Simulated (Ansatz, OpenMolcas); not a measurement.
**Heat of formation of CF (SMILES [C]F) from total energies**

CF has 2 atoms, charge 0, and is taken as a doublet. SMILES: `[C]F`. The coordinates come from a PBE0-D4/def2-TZVP relaxation.

```xyz
2

C     0.0000    0.0000    0.0031
F     0.0000    0.0000    1.2713
```

Total energies at UPBE0/cc-pVTZ (OpenMolcas 26.06); the atoms run unrestricted:

```tsv
species	state	energy (Eh)
CF	doublet	-137.688502
C	triplet	-37.804437
F	doublet	-99.669043
```

Harmonic wavenumbers at UPBE0-D4/def2-TZVP, in cm⁻¹: 1338.

Measured heats of formation of the gaseous atoms at 298.15 K, in kJ/mol: C 716.9, F 79.4. Spin-orbit lowering of the atoms at 298 K (mean of the ground term's levels less their thermal mean, from spectra), in kJ/mol: C 0.02, F 1.29. Take 1 Eh = 2625.50 kJ/mol, 1 cm⁻¹ = 0.0119627 kJ/mol, RT = 2.479 kJ/mol.

Task: Work out the heat of formation of the gas at 298 K.

Result: 
1. Electronic atomisation energy: (-37.804437) + (-99.669043) − (-137.688502) = 0.215022 Eh = 564.5 kJ/mol.
2. Zero-point energy: half the sum of the wavenumbers, 669 cm⁻¹ = 8.0 kJ/mol.
3. Thermal vibrational enthalpy, Σ hcν̃/(exp(hcν̃/kT) − 1): 0.0 kJ/mol. Translation, rotation and pV of a linear molecule: 3.5 RT = 8.7 kJ/mol.
4. The 2 free atoms carry 5/2 RT each: 12.4 kJ/mol.
5. Spin-orbit coupling lowers the free atoms by 0.02 + 1.29 = 1.3 kJ/mol.
6. Atomisation enthalpy at 298 K: 564.5 − 1.3 − 8.0 − 0.0 − 8.7 + 12.4 = 558.9 kJ/mol.
7. Sum of the atoms' heats of formation: 796.3 kJ/mol. Heat of formation: 796.3 − 558.9 = +237.4 kJ/mol.

No measured value is set beside it here. Anharmonicity and any spin-orbit splitting of the molecule are left out.
